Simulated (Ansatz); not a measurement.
# Al₂B (sextet): from Hartree-Fock to the top rungs, def2-QZVPP

One table from this session's results is given with a row withheld; the runs are named, their logs left out.

Computed with Ansatz 0.2.0, Gaussian basis. Level: def2-QZVPP, core rule «outside noble gas», up to 11 orbitals frozen.

The runs, in order: UHF; ROHF; CCSD(T) on UHF.

5 further runs of the same task are left out: 1 that didn't finish, 4 set aside as unsound or not needed. Runs told in other sessions of the task aren't counted.

## The geometry

The geometry is a PBE0/def2-TZVP stationary point (not a proven minimum) of the parent state, kept for this charge and spin.

3 atoms, charge 0, spin multiplicity 6.

Atoms are counted from 1 here; the program's logs count them from 0.

Bond lengths: Al1–B2 2.078 Å, B2–Al3 2.078 Å. Angles: Al1–B2–Al3 90.5°.

Set-up of the first run:

in.yaml

```yaml
crystal:
  periodic: [false, false, false]
  atoms:
    - {symbol: Al, position_ang: [0.000000, -0.244231, 1.475660]}
    - {symbol: B, position_ang: [0.000000, 1.219080, 0.000000]}
    - {symbol: Al, position_ang: [0.000000, -0.244231, -1.475660]}
basis:
  gaussian: {orbitals: "def2-QZVPP.json"}
magnetization: {spin_polarized: true, initial_magnetization: 5}
hamiltonian: {xc: hf}
output: {orbitals: {seedname: orbitals}}
```

Launch:

```console
$ ansatz run in.yaml --threads 1 --pin off --events-out ev --progress --plain --max-ram 2393MiB
```

Steps of the session up to this table: UHF; ROHF; CCSD(T) on UHF.

One of the session's tables, all rows but one given; the rest of the session is left out.

| method | from UCCSD(T) (kcal/mol) |
| --- | --- |
| ROHF | +129.60 |
| UHF | +124.55 |
| UMP2 | +24.76 |
| UCCSD | ? |
| UCCSD(T) | 0 |

Q: Estimate the row for UCCSD from the others.

**Answer.** from UCCSD(T) (kcal/mol): +8.77. In the column «from UCCSD(T) (kcal/mol)» it lies between UCCSD(T) (0) and UMP2 (+24.76).
